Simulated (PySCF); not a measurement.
# One shape, several levels: B2 (SMILES B#B)

Wanted: a comparison of 6 runs (U-r2SCAN/6-31G, UB3LYP/6-31G, UM06-2X/6-31G, USVWN5/6-31G, UCCSDT/6-31G, UCISD/6-31G) of B2. 

The calculation is run with PySCF 2.14.0.

9 further runs of the same task are left out: 9 set aside as unsound or not needed.

### Step 1. The system as given

B2 has 2 atoms, charge 0, and is taken as a triplet. As SMILES, `B#B`. The B1–B2 distance was set to 3.091 Å, away from the relaxed value.

### Step 2. A single-point energy at U-r2SCAN/6-31G (run 1)

job.py reads:

```python
from pyscf import gto, dft

molecule = gto.M(
    atom='''
B      0.000000     0.000000    -1.686180
B      0.000000     0.000000     1.405120
''',
    spin=2,
    max_memory=1860,
    verbose=3,
    basis='6-31g',
    charge=0,
)

mf = dft.UKS(molecule, xc='r2scan')
mf.conv_tol = 1e-10
mf.grids.level = 5
mf.kernel()
if not mf.converged:
    mf = mf.newton().run(mf.mo_coeff, mf.mo_occ)

etot = mf.e_tot
print('E(%s) = %.9f' % ('R2SCAN', etot))
```

On the command line:

```console
$ OMP_NUM_THREADS=1 python job.py
```

Log:

```text
WARN: HOMO -0.101766738190089 >= LUMO -0.121010424000014

converged SCF energy = -49.2775978951626  <S^2> = 2.0070867  2S+1 = 3.0047207
E(R2SCAN) = -49.277597895
```

It took 2.4 s on 1 thread of Arm Neoverse V2, shared host; peak memory 0.19 GiB.

### Step 3. The energy at UB3LYP/6-31G (run 2)

run.py reads:

```python
from pyscf import gto, dft

mol = gto.Mole()
mol.atom = '''
B      0.000000     0.000000    -3.186418
B      0.000000     0.000000     2.655292
'''
mol.max_memory = 1860
mol.basis = '6-31g'
mol.verbose = 3
mol.unit = 'bohr'
mol.spin = 2
mol.charge = 0
mol.build()

myscf = dft.UKS(mol, xc='b3lyp')
myscf.grids.level = 5
myscf.conv_tol = 1e-10
myscf.kernel()
if not myscf.converged:
    myscf = myscf.newton().run(myscf.mo_coeff, myscf.mo_occ)

energy = myscf.e_tot
print('E(%s) = %.9f' % ('B3LYP', energy))
```

On the command line:

```console
$ OMP_NUM_THREADS=1 python run.py
```

Log:

```text
WARN: HOMO -0.0879653308220321 >= LUMO -0.108075491108265

converged SCF energy = -49.3212644140631  <S^2> = 2.004714  2S+1 = 3.003141
E(B3LYP) = -49.321264414
```

Run time: 1.7 s. Hardware: 1 thread of Arm Neoverse V2, shared host; peak memory 0.17 GiB.

Runs 3 to 5 aren't shown in full; the table further down has their settings and results.

### Step 4. The energy at UCISD/6-31G (run 6)

calc.py reads:

```python
from pyscf import gto, scf, ci

mol = gto.M(
    atom='B 0.000000 0.000000 -1.686180; B 0.000000 0.000000 1.405120',
    max_memory=1860,
    verbose=3,
    spin=2,
    basis='6-31g',
)

mf = scf.UHF(mol)
mf.conv_tol = 1e-10
mf.kernel()
if not mf.converged:
    mf = mf.newton().run(mf.mo_coeff, mf.mo_occ)

cisd = ci.CISD(mf, frozen=2)
cisd.kernel()
etot = cisd.e_tot
print('E(%s) = %.9f' % ('CISD', etot))
```

On the command line:

```console
$ OMP_NUM_THREADS=1 python calc.py
```

Log:

```text
WARN: HOMO 0.0282610374173783 >= LUMO 0.00363722469813788

converged SCF energy = -48.9974614695129  <S^2> = 2.054472  2S+1 = 3.0360975
E(UCISD) = -49.11592752601232  E_corr = -0.1184660564994645
E(CISD) = -49.115927526
```

Wall time 0.56 s (1 thread of Arm Neoverse V2, shared host); peak memory 0.1 GiB.

### Step 5. Overview of the runs

```csv
run,level,integration grid,frozen core orbitals,energy (Eh),dipole moment (D) of the reference,HOMO energy (eV),LUMO energy (eV),wall time
1,U-r2SCAN/6-31G,5,–,-49.277598,0.00,-4.11,-3.45,2.4 s
2,UB3LYP/6-31G,5,–,-49.321264,0.00,-4.35,-2.86,1.7 s
3,UM06-2X/6-31G,5,–,-49.285625,0.00,-4.88,-1.83,2.6 s
4,USVWN5/6-31G,5,–,-48.728041,0.00,-3.91,-3.81,1.2 s
5,UCCSDT/6-31G,–,2,-49.137074,0.00,-5.61,-0.37,1.9 s
6,UCISD/6-31G,–,2,-49.115928,0.00,-5.61,-0.37,0.56 s
```

### Step 6. Outcome

| quantity | value |
| --- | --- |
| run 6: total energy | -49.11593 Eh |
| run 6: dipole moment (Hartree–Fock density) | 0.00 D |
| run 6: HOMO energy (Hartree–Fock orbitals) (highest over α and β) | -5.61 eV |
| run 6: LUMO energy (Hartree–Fock orbitals) (lowest over α and β) | -0.37 eV |
| run 6: correlation energy (2 core orbitals frozen) | -118.5 mEh |
| run 6: ⟨S²⟩ of the reference determinant | 2.054 |

In words: Totals of different functionals can't be ranked against each other. All runs together took 10 s, the longest 2.6 s.
